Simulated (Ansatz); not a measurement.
**C5H10S: one species, many methods**

How much do the methods differ for C5H10S? The plan is to run it at one geometry with functionals of several rungs and with coupled cluster, and see how far each lands from CCSD(T) at the basis-set limit for the atomisation energy.

Method: functionals in def2-TZVPP, the program's frozen cores in correlated methods; program: Ansatz 0.2.0, Gaussian basis.

The runs, in order: LDA (SPW92), PBE-D4, revPBE-D4, BLYP-D4, r2SCAN-D4, B97M-V, PBE0-D4, B3LYP-D4, r2SCANh-D4, r2SCAN0-D4, HSE06-D4, BHLYP-D4, CAM-B3LYP-D4, LC-ωPBE, ωB97X-V, ωB97M-V, B2PLYP, PBE-QIDH; CCSD(T)/def2-SVP; CCSD(T)/def2-TZVPP; MP2/def2-QZVPP; extrapolation to the limit; RPA on PBE.

## Step 1: The relaxed structure

All runs share one geometry, relaxed beforehand with PBE0-D4 in a triple-zeta def2 set.

SMILES `C=CCSCC`, 16 atoms, charge 0, spin multiplicity 1.

Atoms are counted from 1 here; the program's logs count them from 0.

Bond lengths: C1–C2 1.327 Å, C1–H7 1.084 Å, C1–H8 1.086 Å, C2–C3 1.486 Å, C2–H9 1.087 Å, C3–S4 1.816 Å, C3–H10 1.093 Å, C3–H11 1.092 Å, S4–C5 1.805 Å, C5–C6 1.515 Å, C5–H12 1.093 Å, C5–H13 1.093 Å, C6–H14 1.094 Å, C6–H15 1.092 Å, C6–H16 1.092 Å. Angles: C2–C1–H7 121.6°, C2–C1–H8 121.4°, H7–C1–H8 117.0°, C1–C2–C3 124.2°, C1–C2–H9 119.9°, C3–C2–H9 115.8°, C2–C3–S4 112.0°, C2–C3–H10 111.3°, C2–C3–H11 111.5°, S4–C3–H10 103.8°, S4–C3–H11 110.3°, H10–C3–H11 107.7°, C3–S4–C5 101.1°, S4–C5–C6 114.6°, S4–C5–H12 104.1°, S4–C5–H13 108.5°, C6–C5–H12 110.8°, C6–C5–H13 111.3° and more.

Geometry (Å):

```mol
C5H10S
  3D, bonds by distance, orders not assigned

 16 15  0  0  0  0  0  0  0  0999 V2000
   -1.6116   -1.4786   -0.5074 C   0  0
   -0.4318   -1.7932    0.0117 C   0  0
    0.2160   -1.0514    1.1238 C   0  0
    1.7393   -0.2207    0.5891 S   0  0
    1.0894    0.9473   -0.6235 C   0  0
    0.2826    2.0859   -0.0327 C   0  0
   -2.0355   -2.0365   -1.3340 H   0  0
   -2.1996   -0.6542   -0.1154 H   0  0
    0.1426   -2.6162   -0.4068 H   0  0
    0.5522   -1.7314    1.9114 H   0  0
   -0.4687   -0.3316    1.5775 H   0  0
    1.9793    1.3257   -1.1327 H   0  0
    0.5073    0.3910   -1.3628 H   0  0
   -0.0326    2.7785   -0.8187 H   0  0
   -0.6201    1.7218    0.4624 H   0  0
    0.8684    2.6409    0.7023 H   0  0
  1  2  8  0
  2  3  8  0
  3  4  8  0
  4  5  8  0
  5  6  8  0
  1  7  8  0
  1  8  8  0
  2  9  8  0
  3 10  8  0
  3 11  8  0
  5 12  8  0
  5 13  8  0
  6 14  8  0
  6 15  8  0
  6 16  8  0
M  END
```

## Step 2: LDA

This LDA is Slater exchange with PW92 correlation.

Input file in.yaml:

```yaml
crystal:
  periodic: [false, false, false]
  atoms:
    - {symbol: C, position_ang: [-1.611606, -1.478637, -0.507359]}
    - {symbol: C, position_ang: [-0.431801, -1.793248, 0.011709]}
    - {symbol: C, position_ang: [0.216042, -1.051444, 1.123836]}
    - {symbol: S, position_ang: [1.739294, -0.220691, 0.589063]}
    - {symbol: C, position_ang: [1.089445, 0.947325, -0.623484]}
    - {symbol: C, position_ang: [0.282573, 2.085927, -0.032704]}
    - {symbol: H, position_ang: [-2.035548, -2.036489, -1.334037]}
    - {symbol: H, position_ang: [-2.199636, -0.654170, -0.115365]}
    - {symbol: H, position_ang: [0.142598, -2.616220, -0.406818]}
    - {symbol: H, position_ang: [0.552223, -1.731388, 1.911359]}
    - {symbol: H, position_ang: [-0.468705, -0.331559, 1.577474]}
    - {symbol: H, position_ang: [1.979326, 1.325679, -1.132728]}
    - {symbol: H, position_ang: [0.507278, 0.390985, -1.362795]}
    - {symbol: H, position_ang: [-0.032583, 2.778471, -0.818673]}
    - {symbol: H, position_ang: [-0.620130, 1.721815, 0.462373]}
    - {symbol: H, position_ang: [0.868427, 2.640945, 0.702250]}
basis:
  gaussian: {orbitals: def2-TZVPP}
hamiltonian: {xc: lda}
output: {orbitals: {seedname: orbitals}}
```

The run is started by

```sh
$ ansatz run in.yaml --threads 2 --pin off --events-out ev --progress --plain --max-ram 22528MiB --backend cuda --devices 0, --max-vram 18GiB
```

After this run come: PBE-D4 (GGA); revPBE-D4 (GGA); BLYP-D4 (GGA); r2SCAN-D4 (meta-GGA); B97M-V (meta-GGA); PBE0-D4 (hybrid); B3LYP-D4 (hybrid); r2SCANh-D4 (hybrid); r2SCAN0-D4 (hybrid); HSE06-D4 (hybrid); BHLYP-D4 (hybrid); CAM-B3LYP-D4 (range-separated); LC-ωPBE (range-separated); ωB97X-V (range-separated); ωB97M-V (range-separated); B2PLYP (double hybrid); PBE-QIDH (double hybrid); CCSD(T) in def2-SVP; CCSD(T) in def2-TZVPP; MP2 in def2-QZVPP; RPA on PBE orbitals.

Q: Predict the results of all the runs planned. Wanted: atomisation energy, CCSD(T)/CBS; farthest beyond LDA; mean size of error, GGA; mean size of error, meta-GGA; mean size of error, hybrid; mean size of error, range-separated; mean size of error, double hybrid; gap, smallest and largest; T1 diagnostic.

As calculated:

```
                               quantity                                                                                                           value
        atomisation energy, CCSD(T)/CBS                                                                                                       65.342 eV
    functionals within 0.327 eV (0.5 %)  revPBE-D4, BLYP-D4, r2SCAN-D4, B97M-V, B3LYP-D4, r2SCANh-D4, CAM-B3LYP-D4, LC-ωPBE, ωB97X-V, ωB97M-V, PBE-QIDH
                    farthest beyond LDA                                                                                            BHLYP-D4 (-1.512 eV)
                mean size of error, GGA                                                                                                        0.579 eV
           mean size of error, meta-GGA                                                                                                        0.233 eV
             mean size of error, hybrid                                                                                                        0.554 eV
    mean size of error, range-separated                                                                                                        0.202 eV
      mean size of error, double hybrid                                                                                                        0.337 eV
              gap, smallest and largest                                                                       4.00 eV (LDA (SPW92)), 11.36 eV (LC-ωPBE)
                          T1 diagnostic                                                                                                          0.0103
triples share of the correlation energy                                                                                                           4.3 %
```

**Reading.** The LDA atomisation energy is off by 9.130 eV (14 %): it overbinds. PBE-D4 misses by +1.484 eV. Double hybrids carry the basis error of their MP2 part in triple zeta, and no dispersion term here, so their miss is partly the set-up's. The rungs range-separated, meta-GGA miss on average by less than the doubt on the reference (0.327 eV), so they tie. The reference freezes the cores and leaves out relativity and excitations past (T), so misses under about 0.327 eV can't be ranked. Hartree-Fock recovers 75 % of the binding; the rest is correlation. CCSD(T) in def2-SVP is off by -2.783 eV, so the small basis spoils what the method gains. Orbital gaps span 4.0 to 11.4 eV; exact exchange widens them.
